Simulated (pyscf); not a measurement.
This saddle point was located with ωB97X-D3(BJ)/def2-SVP in PySCF.

```xyz
9

Si     0.2975    -1.0743     0.4926
H      1.2056    -0.1203     1.2412
H     -0.9636    -1.0246     1.3405
C     -0.2424     0.1200    -0.9006
C     -1.5214     0.3495    -1.4351
H     -0.8487     0.9526    -0.2729
H      0.5716     0.5813    -1.4758
H     -1.6831     0.8580    -2.3936
H     -2.4059     0.0049    -0.8867
```
Charge 0, spin multiplicity 1.

Surface: singlet, charge 0. Lowest wavenumbers (cm⁻¹): 1190i, 231, 325, 391, 516.

Name the species on either side of this saddle.

silylene (SiH₂) [singlet] + ethylene (H₂C=CH₂) ⇌ H₃C–CH=SiH₂, an addition across a multiple bond or ene-type step read from left to right: C–H broken and C–Si, C–H formed. At CCSD(T)/def2-TZVPP + ΔMP2(QZVPP) it lies +20.5 kcal/mol from the left side and +57.9 kcal/mol from the right (each side as separated species at their lowest minima found). On the reactant side the descent ends in a bound adduct (not fully relaxed), 16.8 kcal/mol under the separated species and 37.1 kcal/mol under the saddle at ωB97X-D3(BJ)/def2-TZVP. H₃C–CH=SiH₂ lies 19.0 kcal/mol over its isomer H₂C=CH–SiH₃, and others may lie lower still (electronic energy, ωB97M-D3(BJ)). One saddle was located; it need not be the lowest between these sides. One closed-shell reference is unstable to symmetry breaking; treat the single-reference values with care. The CCSD(T) − MP2 part came from Ansatz, without density fitting, on the same reference. The largest closed-shell T1 diagnostic is 0.043, which may signal static correlation.
